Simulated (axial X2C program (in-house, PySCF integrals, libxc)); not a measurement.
**Potential curves of MgH⁻, two-component**

All values were computed with an axial X2C code built on PySCF integrals. Two-component (2c) means X2C with spin–orbit coupling and atomic mean-field two-electron Coulomb and Gaunt terms. Basis: Mg dyall-av3z [10s9p6d4f], H dyall-av3z [7s3p2d] (cores contracted in-house); Gaussian nuclei, density fitting, unrestricted open shells. Masses: Mg 23.985 u, H 1.008 u.

State: Ω = 0 (closed shell). Energies in eV from the fragments at the same level (Mg + H-). Fits are polynomials in 1 − R0/R over 0.85 to 1.23 times the lowest point R0.

```tsv
R (Å)	CCSD	PBE0
1.6313		-1.3652
1.7063	-1.3876	-1.4669
1.7625	-1.4326	-1.5114
1.8187	-1.4558	-1.5346
1.8750	-1.4616	-1.5408
1.9406	-1.4513	-1.5313
2.0063	-1.4269	-1.5080
2.0906	-1.3808	-1.4635
2.1937		-1.3947
2.3438		-1.2799
```

Correlated methods: 4 electrons correlated (number of frozen shells: Mg 2 s, 1 p; H none), 224 virtual spin orbitals or spinors in MP2, 88 natural virtuals in coupled cluster.

One determinant describes the state; a PBE0 search over occupations chose it and may have missed a lower one. De is counted from the lowest determinant-based energies of the atoms at the same level, without counterpoise correction. CCSD ran in a truncated set of natural virtual spinors with an MP2 remainder; without triples it tends to underbind. The highest occupied level of some functionals is positive through self-interaction error; at Hartree–Fock it is bound. The T1 diagnostic is large, a sign of multireference character. Coupled cluster ran on the points near the minimum only. MP2 and coupled cluster on one determinant become unreliable at the stretched end.

(1) Fit the CCSD curve near its minimum: give the equilibrium distance, the harmonic wavenumber and the well depth.

(2) Fit the PBE0 curve near its minimum: give the equilibrium distance, the harmonic wavenumber and the well depth.

Results:

(1) At CCSD, 2c: Re = 1.869 Å, ωe ≈ 1120 cm⁻¹, De = 1.46 eV to Mg + H-; Be follows as 4.99 cm⁻¹.

(2) At PBE0, 2c: Re = 1.871 Å, ωe ≈ 1100 cm⁻¹, De = 1.54 eV to Mg + H-; Be follows as 4.98 cm⁻¹.
